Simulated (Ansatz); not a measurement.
A run of Ansatz (development build ahead of 0.2.0) on quartet LiHF in separate pieces at this shape:

```xyz
3

Li    0.0000    0.0000    0.0000
H     0.0000    0.0000    4.4520
F     0.0000    4.6947   -2.1892
```

Its results:

- Converged: yes
- Total energy: -107.63937 hartree
- Spin squared of the determinant: 3.750
- Stability test: minimum among restricted orbitals

Question: Which input gives this output? Name the method, the orbitals and the basis set, and write the input.

Answer: PBE0 (restricted open-shell) in pcseg-2.

```yaml
crystal:
  periodic: [false, false, false]
  atoms:
    - { symbol: Li, position_ang: [0.0, 0.0, 0.0] }
    - { symbol: H, position_ang: [0.0, 0.0, 4.452] }
    - { symbol: F, position_ang: [0.0, 4.6947, -2.1892] }
basis:
  gaussian: { orbitals: pcseg-2 }
magnetization:
  initial_magnetization: 3
hamiltonian:
  xc: pbe0
```

Caution: stretched shape with no unrestricted run beside it, a lower state can exist; charge can spread falsely over distant fragments; other spin multiplicities may lie lower.
